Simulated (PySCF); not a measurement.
One of the candidates below gave these computed data.

All candidates are C4H5NS.

* Polarisability: 69.6 au [PBE0/def2-SVPD]
* UV, first state: lowest singlet excitation: 5.42 eV (229 nm, f = 0.000) [TDDFT PBE0/def2-SVPD]
* 13C NMR: chemical shifts (computed TMS as zero) by class: 171.4 (1 C), 144.1 (1 C), 129.0 (1 C), 22.1 (1 C) ppm [GIAO PBE0/pcSseg-1]
* NMR, other nuclei: isotropic shieldings of nuclei other than C and H, by class: -83 (1 N), 235 (1 S) ppm [GIAO PBE0/pcSseg-1]
* UV, strongest line: among the 6 lowest singlet transitions: S2 at 5.56 eV (223 nm, f = 0.099) [TDDFT PBE0/def2-SVPD]
* Triplet: lowest triplet excitation (Tamm–Dancoff): 3.73 eV [TDA PBE0/def2-SVPD]
* Rotational structure: rotational constants A, B, C: 5.316, 3.320, 2.070 GHz [GFN2-xTB]

Gas-phase values; electronic properties from PySCF, density fitting. Levels stand in brackets. Isolated species at its GFN2-xTB geometry, gas phase. Each NMR value is the plain mean over a class of atoms that symmetry, rotation or inversion makes alike.

Question: Which candidate is it?
A. `Cc1cnsc1`
B. `Cc1nccs1`
C. `C[C@@]1(C#N)CS1`
D. `CS/C=C/C#N`
E. `Nc1cccs1`

Answer: B. It is `Cc1nccs1`. Numbering: `[CH3:1][c:2]1[n:3][cH:4][cH:5][s:6]1`. Its formula, C4H5NS, gives 3 degrees of unsaturation: 1 ring and 2 π bonds in the structure found (Kekulé form). 4 carbons fall into 4 classes; from least to most shielded: substituted aromatic carbon [C2] (171.4 ppm), aromatic CH next to a ring nitrogen [C4] (144.1 ppm), aromatic CH next to a ring sulfur [C5] (129.0 ppm), benzylic-type carbon [C1] (22.1 ppm). The other shieldings belong to: -83 ppm, pyridine-type nitrogen [N3]; 235 ppm, thiophene-type sulfur [S6]. S1 is mainly HOMO−1→LUMO (weight 0.99); the largest Löwdin shares of the orbital it empties are 0.60 on the pyridine-type nitrogen, 0.15 on the thiophene-type sulfur, 0.09 on the substituted aromatic carbon and 0.08 on the aromatic CH next to a ring nitrogen, of the orbital it fills 0.23 on the thiophene-type sulfur, 0.22 on the substituted aromatic carbon, 0.19 on the aromatic CH next to a ring sulfur and 0.14 on the pyridine-type nitrogen. The optimised geometry has point group Cs and is an asymmetric top.

The others, at the same levels:
- `Nc1cccs1` fails: its computed lowest singlet excitation is 4.57 eV (271 nm, f = 0.003) (against 5.42 eV), lowest triplet excitation (Tamm–Dancoff) is 3.36 eV (against 3.73 eV) and static isotropic polarisability is 72.1 au (against 69.6 au).
- `Cc1cnsc1` fails: its computed 13C shifts are 161.6 (1 C), 153.2 (1 C), 138.0 (1 C), 14.3 (1 C) ppm, rotational constant A is 7.543 GHz (against 5.316 GHz) and smallest rotational constant is 1.915 GHz (against 2.070 GHz).
- `CS/C=C/C#N` fails: its computed 13C shifts are 161.3 (1 C), 121.6 (1 C), 94.4 (1 C), 18.3 (1 C) ppm, lowest singlet excitation is 5.11 eV (243 nm, f = 0.471) (against 5.42 eV) and lowest triplet excitation (Tamm–Dancoff) is 3.22 eV (against 3.73 eV).
- `C[C@@]1(C#N)CS1` fails: its computed 13C shifts are 125.7 (1 C), 37.4 (1 C), 27.9 (1 C), 26.8 (1 C) ppm, lowest singlet excitation is 4.50 eV (276 nm, f = 0.002) (against 5.42 eV) and lowest triplet excitation (Tamm–Dancoff) is 3.97 eV (against 3.73 eV).

Each candidate is one conformer, not necessarily the lowest. Dipoles, sizes and rotational constants follow the conformer. The torsions of the flexible species, by atom-mapped SMILES:
- `[NH2:1][c:2]1[cH:3][cH:4][cH:5][s:6]1`: H–N1–C2–C3 -161°, H–N1–C2–C3 -26°
- `[CH3:1][S:2]/[CH:3]=[CH:4]/[C:5]#[N:6]`: C1–S2–C3–C4 0°
